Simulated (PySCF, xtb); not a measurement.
dimethyl sulfide (C2H6S), SMILES CSC.

Harmonic wavenumbers (cm⁻¹) from xtb with GFN2-xTB at its own minimum, in rising order: 146, 168, 261, 718, 744, 892, 929, 965, 1007, 1316, 1323, 1448, 1449, 1455, 1456, 3019, 3020, 3020, 3022, 3065, 3067.

What does PBE0-D3(BJ)/def2-TZVP (PySCF 2.14.0) give at its own minimum? (The exact figures need the calculation; the answer reports its results.)

189, 189, 266, 720, 774, 909, 951, 988, 1052, 1336, 1360, 1454, 1463, 1471, 1479, 3043, 3047, 3120, 3129, 3151, 3152. Paired by order, the mean absolute difference is 36 cm⁻¹ and the zero-point energies are 46.4 and 47.5 kcal/mol.
